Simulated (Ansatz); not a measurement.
Two isomers of C2H3N: A = `C1=NC1`, B = `[C-]#[N+]C`.

Calculated with Ansatz (gas phase, PBE0-D4/def2-TZVP geometries, no zero-point term in ΔE). CCSD(T)/CBS is the MP2 limit (def2-TZVPP, def2-QZVPP) plus CCSD(T) − MP2 in def2-TZVPP, frozen cores. This one scheme is used for every species. DFT in def2-TZVPP. B3LYP here is the variant with VWN-RPA as its local correlation; programs differ in this.

A:

Z-matrix (Å, degrees):
```
C
N 1 1.527
C 1 1.442 2 49.5
H 1 1.086 2 116.4 3 -108.9
H 1 1.086 2 116.4 3 108.8
H 3 1.082 1 152.1 2 -180.0
```

B:

```xyz
6

C     0.083   -1.890    0.901
N     0.038   -0.839    0.401
C    -0.019    0.431   -0.206
H     0.299    1.196    0.504
H    -1.040    0.645   -0.525
H     0.639    0.457   -1.075
```

**Question.** Which isomer does CCSD(T)/CBS put lower? Give the gap. (Estimate.)

**Answer.** Ansatz gave: B, by 98.2 kJ/mol.

**Question.** Give E(B) − E(A) in kJ/mol with MP2/def2-TZVPP, CCSD/def2-TZVPP, B2PLYP, LDA (SPW92), B3LYP-D4, CCSD(T)/def2-TZVPP, HF/def2-TZVPP. (Best estimate.)

**Answer.** Computed: MP2/def2-TZVPP -93.5, CCSD/def2-TZVPP -106.1, B2PLYP -103.6, LDA (SPW92) -67.8, B3LYP-D4 -104.0, CCSD(T)/def2-TZVPP -101.0, HF/def2-TZVPP -144.6. None reverses the order clearly.

**Question.** Does the order hold for the free energy at 298.15 K (harmonic terms from PBE0-D4)? (An estimate is asked.)

**Answer.** Ansatz gave: Yes: G(B) − G(A) = -96.4 kJ/mol.

Largest T1 diagnostic: 0.014.

At CCSD(T), def2-SVP lies −6.4 kJ/mol from the extrapolated value and def2-TZVPP −2.8 kJ/mol. From r2SCAN to r2SCAN0 (25 % exact exchange), in def2-TZVPP and without D4, E(B) − E(A) moves by −4.1 kJ/mol.
